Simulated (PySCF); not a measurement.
**Shieldings and the share of exact exchange**

Molecule: SMILES CN[SiH3], CH$_{7}$NSi.

Structure with atom numbers: `[CH3:1][NH:2][SiH3:3]`. Each H is labelled by its parent atom.

GIAO shieldings (ppm, equivalent atoms averaged) in PySCF 2.14.0 with density-fitted response routines on the PBE0-D3(BJ)/def2-SVP geometry, basis pcSseg-2, gas phase, non-relativistic:

```tsv
functional	exact exchange (%)	σ(C1)	σ(Si3)
BLYP	0	139.9	370.8
BP86	0	144.3	378.2
PBE	0	144.7	379.4
B3LYP	20	145.4	382.2
mPW1PW91	25	150.1	392.6
BHandHLYP	50	152.0	400.1
HF	100	161.3	434.2
```

(1) Fit each shielding as a line in the percentage of exact exchange.

(2) What does the line predict for PBE0 (25 %), and what does the run give?

Results:

(1) σ(C1) = 143.1 + 0.18 x (rms 1.8 ppm); σ(Si3) = 375.2 + 0.57 x (rms 3.6 ppm). The functionals also differ in their semilocal parts, which the line can't hold; Hartree–Fock has no correlation at all.

(2) σ(C1): 147.6 predicted, 150.8 computed; σ(Si3): 389.4 predicted, 393.7 computed ppm.
